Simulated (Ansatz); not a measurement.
## Nudged elastic band run: CH5AlCl

Input file:

```yaml
crystal:
  periodic: [false, false, false]
  atoms:
    - { symbol: Al, position_ang: [0.022095, 0.00745, -0.178813] }
    - { symbol: H, position_ang: [-0.1546, -0.011994, 1.397086] }
    - { symbol: C, position_ang: [1.713246, 0.011878, -1.140489] }
    - { symbol: H, position_ang: [2.066663, -1.016519, -1.292553] }
    - { symbol: H, position_ang: [1.618272, 0.470244, -2.130453] }
    - { symbol: H, position_ang: [2.49627, 0.540471, -0.58423] }
    - { symbol: Cl, position_ang: [-1.77816, 0.012388, -1.293208] }
    - { symbol: H, position_ang: [-0.128286, -0.014017, 4.191861] }
magnetization:
  spin_polarized: true
  initial_magnetization: 1
basis:
  gaussian: { orbitals: "6-31G*" }
hamiltonian:
  xc: pbe0
  dispersion: d4
neb:
  order_check: false
  images: 7
  f_tol: 0.05
  max_iterations: 60
  max_displacement: 0.02
  optimiser: fire
  final_atoms:
    - { symbol: Al, position_ang: [0.01835705, 0.01402513, -0.43129693] }
    - { symbol: H, position_ang: [-0.27489647, 0.10001666, 3.14609609] }
    - { symbol: C, position_ang: [1.76883281, 0.01587455, -1.34133107] }
    - { symbol: H, position_ang: [1.93309804, -0.96264875, -1.81143666] }
    - { symbol: H, position_ang: [1.76537535, 0.77318474, -2.13579394] }
    - { symbol: H, position_ang: [2.59936025, 0.22060618, -0.6588863] }
    - { symbol: Cl, position_ang: [-1.68488183, -0.2619558, -1.68878814] }
    - { symbol: H, position_ang: [-0.2697452, 0.10079828, 3.89063795] }
  initial_path:
    images:
      - { positions_ang: [[0.022095, 0.00745, -0.178813], [-0.1546, -0.011994, 1.397086], [1.713246, 0.011878, -1.140489], [2.066663, -1.016519, -1.292553], [1.618272, 0.470244, -2.130453], [2.49627, 0.540471, -0.58423], [-1.77816, 0.012388, -1.293208], [-0.128286, -0.014017, 4.191861]] }
      - { positions_ang: [[0.01655812, 0.00559207, -0.13418441], [-0.11614783, -0.00904723, 1.5002398], [1.71152184, 0.00892379, -1.1015173], [2.05898976, -1.02392251, -1.25811421], [1.60627201, 0.47973029, -2.08833841], [2.49113571, 0.53986615, -0.5362778], [-1.81631931, 0.00935278, -1.2489277], [-0.09651029, -0.01059434, 3.83632103]] }
      - { positions_ang: [[0.01102123, 0.00373413, -0.08955582], [-0.07769566, -0.00610046, 1.6033936], [1.70979769, 0.00596959, -1.06254561], [2.05131652, -1.03132601, -1.22367542], [1.59427201, 0.48921657, -2.04622381], [2.48600142, 0.53926131, -0.48832559], [-1.85447863, 0.00631757, -1.20464739], [-0.06473459, -0.00717168, 3.48078105]] }
      - { positions_ang: [[0.00548435, 0.0018762, -0.04492723], [-0.03924349, -0.0031537, 1.7065474], [1.70807353, 0.00301538, -1.02357391], [2.04364328, -1.03872952, -1.18923664], [1.58227202, 0.49870286, -2.00410922], [2.48086713, 0.53865646, -0.44037339], [-1.89263794, 0.00328235, -1.16036709], [-0.03295888, -0.00374902, 3.12524108]] }
      - { positions_ang: [[-5.253e-05, 1.826e-05, -0.00029864], [-0.00079132, -0.00020693, 1.8097012], [1.70634938, 6.117e-05, -0.98460222], [2.03597004, -1.04613303, -1.15479785], [1.57027202, 0.50818914, -1.96199463], [2.47573285, 0.53805161, -0.39242119], [-1.93079725, 0.00024713, -1.11608679], [-0.00118317, -0.00032636, 2.76970111]] }
      - { positions_ang: [[0.00454987, 0.00351998, -0.10804821], [-0.06931761, 0.02484897, 2.14379992], [1.72197023, 0.00401452, -1.07378443], [2.01025204, -1.02526196, -1.31895755], [1.61904785, 0.57443804, -2.00544446], [2.5066397, 0.45869026, -0.45903746], [-1.8693184, -0.0653036, -1.25926213], [-0.06832368, 0.0249548, 3.04993532]] }
      - { positions_ang: [[0.00915226, 0.0070217, -0.21579778], [-0.1378439, 0.04990487, 2.47789864], [1.73759109, 0.00796786, -1.16296664], [1.98453404, -1.00439089, -1.48311725], [1.66782369, 0.64068694, -2.04889429], [2.53754655, 0.3793289, -0.52565374], [-1.80783954, -0.13085433, -1.40243746], [-0.13546418, 0.05023596, 3.33016953]] }
      - { positions_ang: [[0.01375466, 0.01052342, -0.32354735], [-0.20637019, 0.07496077, 2.81199737], [1.75321195, 0.0119212, -1.25214886], [1.95881604, -0.98351982, -1.64727696], [1.71659952, 0.70693584, -2.09234412], [2.5684534, 0.29996754, -0.59227002], [-1.74636069, -0.19640506, -1.5456128], [-0.20260469, 0.07551712, 3.61040374]] }
      - { positions_ang: [[0.01835705, 0.01402513, -0.43129693], [-0.27489647, 0.10001666, 3.14609609], [1.76883281, 0.01587455, -1.34133107], [1.93309804, -0.96264875, -1.81143666], [1.76537535, 0.77318474, -2.13579394], [2.59936025, 0.22060618, -0.6588863], [-1.68488183, -0.2619558, -1.68878814], [-0.2697452, 0.10079828, 3.89063795]] }
```

Launched with:

```bash
$ ansatz run input.yaml --threads 1 --pin off --max-ram 2048MiB --backend cpu --events-out ev --progress --plain --runs-dir out
```

Output, in part (warnings, iteration lines, the closing report on the highest movable image, with atoms numbered from 0):

```
NEB end point (image 0): max|allowed force component| = 2.794e-2 eV/Å (the criterion of neb.relax_end_points is 1.000e-2)
NEB end point (image 8): max|allowed force component| = 1.875e-2 eV/Å (the criterion of neb.relax_end_points is 1.000e-2)
NEB iter   1: max|band force component| = 2.629e0 eV/Å  barrier→ = 0.1753 eV  barrier← = 1.1229 eV  Δτ_max = 0.0200 Å  (243 SCF iters)
NEB iter   2: max|band force component| = 2.058e0 eV/Å  barrier→ = 0.1574 eV  barrier← = 1.1051 eV  Δτ_max = 0.0200 Å  (186 SCF iters)
NEB iter   3: max|band force component| = 1.667e0 eV/Å  barrier→ = 0.1403 eV  barrier← = 1.0880 eV  Δτ_max = 0.0200 Å  (184 SCF iters)
NEB iter   4: max|band force component| = 1.478e0 eV/Å  barrier→ = 0.1248 eV  barrier← = 1.0725 eV  Δτ_max = 0.0200 Å  (186 SCF iters)
NEB iter   5: max|band force component| = 1.251e0 eV/Å  barrier→ = 0.1118 eV  barrier← = 1.0595 eV  Δτ_max = 0.0182 Å  (185 SCF iters)
NEB iter   6: max|band force component| = 1.044e0 eV/Å  barrier→ = 0.1014 eV  barrier← = 1.0491 eV  Δτ_max = 0.0200 Å  (180 SCF iters)
NEB iter   7: max|band force component| = 8.381e-1 eV/Å  barrier→ = 0.0916 eV  barrier← = 1.0392 eV  Δτ_max = 0.0123 Å  (179 SCF iters)
NEB iter   8: max|band force component| = 7.204e-1 eV/Å  barrier→ = 0.0859 eV  barrier← = 1.0336 eV  Δτ_max = 0.0200 Å  (162 SCF iters)
NEB iter   9: max|band force component| = 5.315e-1 eV/Å  barrier→ = 0.0781 eV  barrier← = 1.0258 eV  Δτ_max = 0.0079 Å  (165 SCF iters)
NEB iter  10: max|band force component| = 4.601e-1 eV/Å  barrier→ = 0.0753 eV  barrier← = 1.0229 eV  CI = image 3  Δτ_max = 0.0147 Å  (153 SCF iters)
NEB iter  11: max|band force component| = 4.011e-1 eV/Å  barrier→ = 0.0711 eV  barrier← = 1.0188 eV  CI = image 3  Δτ_max = 0.0193 Å  (167 SCF iters)
NEB iter  12: max|band force component| = 3.818e-1 eV/Å  barrier→ = 0.0672 eV  barrier← = 1.0149 eV  CI = image 3  Δτ_max = 0.0200 Å  (165 SCF iters)
NEB iter  13: max|band force component| = 3.041e-1 eV/Å  barrier→ = 0.0649 eV  barrier← = 1.0126 eV  CI = image 3  Δτ_max = 0.0045 Å  (167 SCF iters)
NEB iter  14: max|band force component| = 2.560e-1 eV/Å  barrier→ = 0.0646 eV  barrier← = 1.0123 eV  CI = image 3  Δτ_max = 0.0084 Å  (150 SCF iters)
NEB iter  15: max|band force component| = 1.869e-1 eV/Å  barrier→ = 0.0642 eV  barrier← = 1.0119 eV  CI = image 3  Δτ_max = 0.0109 Å  (153 SCF iters)
NEB iter  16: max|band force component| = 1.487e-1 eV/Å  barrier→ = 0.0637 eV  barrier← = 1.0114 eV  CI = image 3  Δτ_max = 0.0116 Å  (160 SCF iters)
NEB iter  17: max|band force component| = 1.162e-1 eV/Å  barrier→ = 0.0633 eV  barrier← = 1.0109 eV  CI = image 3  Δτ_max = 0.0121 Å  (163 SCF iters)
NEB iter  18: max|band force component| = 1.714e-1 eV/Å  barrier→ = 0.0629 eV  barrier← = 1.0106 eV  CI = image 3  Δτ_max = 0.0118 Å  (165 SCF iters)
NEB iter  19: max|band force component| = 2.260e-1 eV/Å  barrier→ = 0.0627 eV  barrier← = 1.0104 eV  CI = image 3  Δτ_max = 0.0033 Å  (160 SCF iters)
NEB iter  20: max|band force component| = 1.869e-1 eV/Å  barrier→ = 0.0627 eV  barrier← = 1.0104 eV  CI = image 3  Δτ_max = 0.0061 Å  (148 SCF iters)
NEB iter  21: max|band force component| = 1.155e-1 eV/Å  barrier→ = 0.0626 eV  barrier← = 1.0103 eV  CI = image 3  Δτ_max = 0.0077 Å  (152 SCF iters)
NEB iter  22: max|band force component| = 9.571e-2 eV/Å  barrier→ = 0.0625 eV  barrier← = 1.0102 eV  CI = image 3  Δτ_max = 0.0076 Å  (156 SCF iters)
NEB iter  23: max|band force component| = 8.349e-2 eV/Å  barrier→ = 0.0625 eV  barrier← = 1.0102 eV  CI = image 3  Δτ_max = 0.0074 Å  (153 SCF iters)
NEB iter  24: max|band force component| = 1.577e-1 eV/Å  barrier→ = 0.0624 eV  barrier← = 1.0101 eV  CI = image 3  Δτ_max = 0.0023 Å  (154 SCF iters)
NEB iter  25: max|band force component| = 1.425e-1 eV/Å  barrier→ = 0.0624 eV  barrier← = 1.0101 eV  CI = image 3  Δτ_max = 0.0043 Å  (142 SCF iters)
NEB iter  26: max|band force component| = 1.119e-1 eV/Å  barrier→ = 0.0624 eV  barrier← = 1.0101 eV  CI = image 3  Δτ_max = 0.0059 Å  (143 SCF iters)
NEB iter  27: max|band force component| = 6.637e-2 eV/Å  barrier→ = 0.0624 eV  barrier← = 1.0101 eV  CI = image 3  Δτ_max = 0.0067 Å  (148 SCF iters)
NEB iter  28: max|band force component| = 4.925e-2 eV/Å  barrier→ = 0.0624 eV  barrier← = 1.0100 eV  CI = image 3  Δτ_max = 0.0000 Å  (341 SCF iters)
Total energy: -20227.80405841 eV, -743.3580882485 hartree
Atom 0 at     0.017834     0.005681    -0.014329 Å, force     0.003340     0.002174     0.005784 eV/Å
Atom 1 at    -0.092516    -0.006381     1.617785 Å, force    -0.004139    -0.000233    -0.000640 eV/Å
Atom 2 at     1.689614     0.009990    -1.014621 Å, force    -0.001233     0.001320     0.002021 eV/Å
Atom 3 at     2.033555    -1.018199    -1.188771 Å, force     0.000293     0.003495    -0.001770 eV/Å
Atom 4 at     1.577735     0.486693    -1.994331 Å, force     0.002249    -0.001416     0.001354 eV/Å
Atom 5 at     2.482963     0.526247    -0.461899 Å, force     0.007669    -0.002419    -0.009544 eV/Å
Atom 6 at    -1.811835     0.000333    -1.077727 Å, force     0.001860    -0.002052     0.014307 eV/Å
Atom 7 at    -0.041850    -0.004464     3.103094 Å, force    -0.010039    -0.000870    -0.011514 eV/Å
Dipole moment:     0.459610    -0.000890    -0.026718 e Å
```

It converged. Another band between the same ends (7 images) ends at a top of the same energy, where a vibrational analysis finds 1 clearly imaginary mode.

Final band (atoms are numbered from 1 in the order of the input):

| image | path coordinate (Å) | energy (eV) | Al1–H2 (Å) | H2–H8 (Å) |
| --- | --- | --- | --- | --- |
| 0 | 0.00 | 0.000 | 1.59 | 2.79 |
| 1 | 0.39 | 0.005 | 1.59 | 2.37 |
| 2 | 0.79 | 0.029 | 1.59 | 1.95 |
| 3 | 1.18 | 0.062 | 1.64 | 1.49 |
| 4 | 1.66 | -0.601 | 2.10 | 0.84 |
| 5 | 2.14 | -0.842 | 2.51 | 0.76 |
| 6 | 2.62 | -0.914 | 2.84 | 0.75 |
| 7 | 3.12 | -0.942 | 3.21 | 0.75 |
| 8 | 3.61 | -0.948 | 3.59 | 0.74 |

Run time: 10 min on 1 thread of Arm Neoverse V2, with other jobs on the host, peak memory 0.16 GiB.
